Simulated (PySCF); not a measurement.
Gas-phase reaction: 3 CH₂CHF ⇌ 3 HF + 2 C₃H₃ (propargyl)

Energies from PySCF (xtb for GFN2), thermal terms from the rigid-rotor harmonic-oscillator model, ideal gas at 1 bar. † marks an energy on the PBE0/def2-TZVP geometry and frequencies; other levels use their own. 6-31G* has spherical d functions here. Open shells (unrestricted): C₃H₃ (propargyl) (multiplicity 2); the rest are closed-shell singlets. GFN2 has no spin-polarisation term. B3LYP is the form with VWN-RPA correlation. The harmonic model lacks anharmonicity and excited electronic states, which grow with temperature; levels with a mode under 35 cm⁻¹ are left out. Warning, spin contamination: C₃H₃ (propargyl) (HF/6-31G*).

```tsv
level	ΔE electronic, kJ	ΔH°(298 K), kJ	ΔS°(298 K), J/K	ΔG°(600 K), kJ
B3LYP/6-31G*	523	479	275	308
GFN2-xTB	603	564	275	393
HF/6-31G*	364	309	277	136
PBE0/def2-QZVP†	369	330	272	161
ωB97M-V/def2-TZVP†	403	364	272	195
ωB97X-V/def2-TZVP†	419	380	272	211
```
ΔH° is lowest at HF/6-31G* and highest at GFN2-xTB. No reference value is set beside these.
